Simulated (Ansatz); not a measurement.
A nudged elastic band was laid between two geometries of CH$_{5}$O$_{2}$S (9 atoms, charge 1, multiplicity 1).

Computed with RKS revPBE-D4/def2-SVP in Ansatz.

| Item | Value |
| --- | --- |
| movable images | 5 |
| climbing image | yes |
| spring | 5.0 eV/Å² |
| optimiser | fire |
| start path | IDPP |
| force threshold | 0.05 eV/Å |
| iteration limit | 60 |
| end points | relaxed |
| largest step | 0.02 Å |

First end point:

```xyz
9
Properties=species:S:1:pos:R:3
C -0.788 1.137 0.828
O -0.657 0.699 -0.575
S -0.657 -0.842 -0.966
O 1.323 -1.277 -0.780
H 0.191 1.569 1.112
H -1.561 1.928 0.812
H -1.073 0.288 1.477
H 1.479 -2.092 -0.246
H 1.742 -1.410 -1.663
```

Last end point:

```xyz
9
Properties=species:S:1:pos:R:3
C -0.989 0.529 1.158
O -1.096 -0.193 -0.126
S -0.069 -1.341 -0.517
O 1.404 -0.248 -1.398
H -0.263 0.029 1.826
H -0.686 1.564 0.909
H -2.013 0.523 1.576
H 2.299 -0.476 -1.052
H 1.413 -0.387 -2.375
```

Question: What changes between the two ends?

Answer: No bond is made or broken. The dihedral H5–C1–O2–S3 goes from 111 to -11°. The two ends are copies of one structure, up to a mirror image or an exchange of like atoms.

Question: Give the energies along the band, and the barrier.

Answer: The forces met the threshold. The highest image is number 3 of 0 to 6, 3.4 kJ/mol above the ends, which have the same energy within 2 meV. Another band between the same ends (5 images) ends at a top of the same energy, where a vibrational analysis finds 1 clearly imaginary mode. Limits of this set-up: the dipole of an ion depends on the origin.

```json
{"image": "0", "path coordinate (Å)": "0.00", "energy (kJ/mol)": "0.0", "dihedral H5–C1–O2–S3 (°)": "111"}
{"image": "1", "path coordinate (Å)": "0.54", "energy (kJ/mol)": "0.8", "dihedral H5–C1–O2–S3 (°)": "92"}
{"image": "2", "path coordinate (Å)": "1.08", "energy (kJ/mol)": "2.5", "dihedral H5–C1–O2–S3 (°)": "72"}
{"image": "3", "path coordinate (Å)": "1.62", "energy (kJ/mol)": "3.4", "dihedral H5–C1–O2–S3 (°)": "51"}
{"image": "4", "path coordinate (Å)": "2.14", "energy (kJ/mol)": "2.8", "dihedral H5–C1–O2–S3 (°)": "30"}
{"image": "5", "path coordinate (Å)": "2.67", "energy (kJ/mol)": "1.0", "dihedral H5–C1–O2–S3 (°)": "9"}
{"image": "6", "path coordinate (Å)": "3.20", "energy (kJ/mol)": "0.0", "dihedral H5–C1–O2–S3 (°)": "-11"}
```

Question: What is the geometry of the highest image?

Answer: 
```xyz
9
Properties=species:S:1:pos:R:3
C -0.982 0.756 1.036
O -1.040 0.192 -0.334
S -0.368 -1.214 -0.668
O 1.499 -0.609 -1.169
H 0.060 0.741 1.403
H -1.357 1.788 0.919
H -1.650 0.161 1.687
H 2.200 -1.146 -0.728
H 1.639 -0.669 -2.144
```

The run took 3.7 min on 1 thread of Intel(R) Xeon(R) Platinum 8375C CPU @ 2.90GHz (Ice Lake) (shared host), peak memory 0.15 GiB.
